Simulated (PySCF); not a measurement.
**LiF: energy against distance**

Set-up: Li def2-SVPD, F def2-SVPD; no relativity (PySCF 2.14). Energies in eV from Li + F in their ground configurations at the same level. State: ¹Σ⁺ (singlet), closed shell.

All columns are PBE0. A positive dipole means Li(−)F(+).

```
R (Å)  E (eV)  μ (D)  Mulliken charge on Li (basis-dependent)  HOMO (eV)  LUMO (eV)  Mayer bond order  ⟨S²⟩
1.358  -5.314  -5.37                                     0.82      -8.67      -0.85              0.44  0.00
1.421  -5.616  -5.65                                     0.85      -8.45      -0.90              0.39  0.00
1.484  -5.786  -5.93                                     0.87      -8.24      -0.95              0.35  0.00
1.532  -5.847  -6.14                                     0.88      -8.10      -0.99              0.32  0.00
1.579  -5.865  -6.34                                     0.89      -7.96      -1.03              0.30  0.00
1.626  -5.848  -6.55                                     0.91      -7.83      -1.08              0.27  0.00
1.690  -5.785  -6.83                                     0.92      -7.66      -1.13              0.24  0.00
1.768  -5.659  -7.18                                     0.93      -7.47      -1.20              0.21  0.00
1.863  -5.462  -7.60                                     0.94      -7.25      -1.29              0.19  0.00
1.990  -5.158  -8.17                                     0.94      -6.98      -1.42              0.17  0.00
```

A fit through these points gives, at Re = 1.578 Å, μ = -6.34 D and dμ/dR = -4.38 D/Å; the reduced mass is 5.124 u.

**Question.** How strong is the fundamental in the double-harmonic approximation, I = 42.26·(dμ/dR)²/μred km/mol?

**Answer.** I = 42.26·(-4.38)²/5.124 = 158 km/mol at PBE0.
